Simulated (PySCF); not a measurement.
**AlB: a composite coupled-cluster curve**

The task here is to estimate one member of a computed series from the others.

Program: PySCF 2.14.0. Level of theory: CCSD(T) on ROHF, no relativity in the base curves; scalar relativity is added as a correction. These are calculated values, not measurements.

Set-up of the first run:

* molecule: AlB
* state: triplet, unpaired electrons π ↑↑
* smaller basis: Al cc-pV(T+d)Z, B cc-pVTZ
* larger basis: Al cc-pV(Q+d)Z, B cc-pVQZ
* frozen core orbitals: 6
* extrapolation: correlation as n⁻³ (n = 3, 4), Hartree–Fock as (n+1)·exp(−9√n)
* corrections: core–valence correlation, scalar relativity
* distances (Å): 1.7893, 1.8707, 1.9520, 2.0333, 2.1147, 2.2163, 2.3180
* masses (u): 26.9815, 11.0093
* dissociation limit: Al + B

Run with:

```bash
> OMP_NUM_THREADS=4 python comp.py task.json out
```

One of the session's tables, all rows but one given; the rest of the session is left out.

Parts of the energy along the bond, in eV from Al + B:

```
 R (Å)  HF/CBS  CCSD corr.      (T)  core–valence  relativity
1.7893  -0.283      -0.904  -0.2563       -0.0501      0.0012
1.8707  -0.607      -0.874  -0.2536       -0.0367      0.0024
1.9520  -0.789      -0.841  -0.2499       -0.0263      0.0031
2.0333  -0.869      -0.809  -0.2457       -0.0182      0.0035
2.1147       ?           ?        ?             ?           ?
2.2163  -0.810      -0.739  -0.2371       -0.0066      0.0033
2.3180  -0.693      -0.706  -0.2338       -0.0029      0.0029
```

Estimate the missing values for R (Å) = 2.1147.

Worked estimate for «HF/CBS». A straight line through the neighbours (2.0333, -0.869) and (2.2163, -0.810) gives -0.869 + (-0.810 + 0.869) × (2.1147 − 2.0333) / (2.2163 − 2.0333) = -0.843; a parabola fitted to 4 rows on both sides gives -0.872.

As computed: HF/CBS: -0.875; CCSD corr.: -0.777; (T): -0.2416; core–valence: -0.0121; relativity: 0.0035. In «HF/CBS» the line misses by +0.032 and the parabola by +0.003.
